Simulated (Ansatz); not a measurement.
H$_{2}$Si–CH, doublet: the ladder up to RCCSDT(Q)

Geometry: displaced at random from a stationary point.

```xyz
5

Si    0.0027    0.0040    0.4983
C     0.0019   -0.0121   -1.1811
H     0.0499    1.2942    1.2392
H    -0.0529   -1.2626    1.2690
H    -0.0953    0.0006   -2.3182
```

Basis cc-pVDZ; Ansatz 0.2.0. Correlated methods freeze the noble-gas cores, which leaves 11 electrons in 41 orbitals. R marks a restricted (for open shells ROHF) determinant, U an unrestricted one.

Full CI isn't at hand for all of this; RCCSDT(Q) serves as the reference, and is uncertain by about the last step of the cluster series. The frozen core follows each run's orbitals, which can shift R against U totals by a few meV.

Unrestricted rows (U) aren't spin-pure: their determinants' ⟨S²⟩ exceeds S(S+1) by up to 0.45, so they mix in states of higher spin. For open shells CISD is restricted-active-space CI with the open shells as a complete middle space.

The UHF ⟨S²⟩ is 1.198 and the T1 diagnostic (RCCSD) is 0.0275. The largest doubles amplitude (RCCSD) is 0.147 and the T1 diagnostic (UCCSD) is 0.0615.

```
   level  E − E(RHF) (eV)
     UHF          -0.3982
    RMP2          -5.8340
    UMP2          -5.5412
   RCCSD          -6.8410
   UCCSD          -6.8346
RCCSD(T)          -7.0899
UCCSD(T)          -7.0632
```

Task: Estimate how far RCCSDT(Q) in cc-pVDZ lies from RCCSD(T). The table doesn't fix it; the size of (T) and the diagnostics are the guide.

Result: RCCSDT(Q) in cc-pVDZ lies 5.5 kJ/mol below RCCSD(T), which is 23 % of the (T) step (-24.0 kJ/mol). A doubles amplitude is large, but (T) still catches most of what CCSD lacks. The miss exceeds 1 kcal/mol.

The other levels:

| level | E − E(RCCSDT(Q)) (kJ/mol) | share of correlation (%) | wall time |
| --- | --- | --- | --- |
| CISD | 87.4 | 87.33 | 1.2 s |
| BCCD(T) | 5.7 | 99.17 | 1.1 s |
| RCCSDT | 1.8 | 99.75 | – |
| UCCSDT | 1.8 | 99.74 | – |
| UCCSDT(Q) | -0.2 | 100.02 | 20 s |

The correlation energy at RCCSDT(Q), counted from RHF, is -7.147 eV. That run took 22 s on 1 thread of AMD EPYC 9R45, shared host.

Times hold each run's SCF and search for its determinant on a shared host, so for small cases they say little of a method's own cost; they ran on 1 thread of AMD EPYC 9R45.
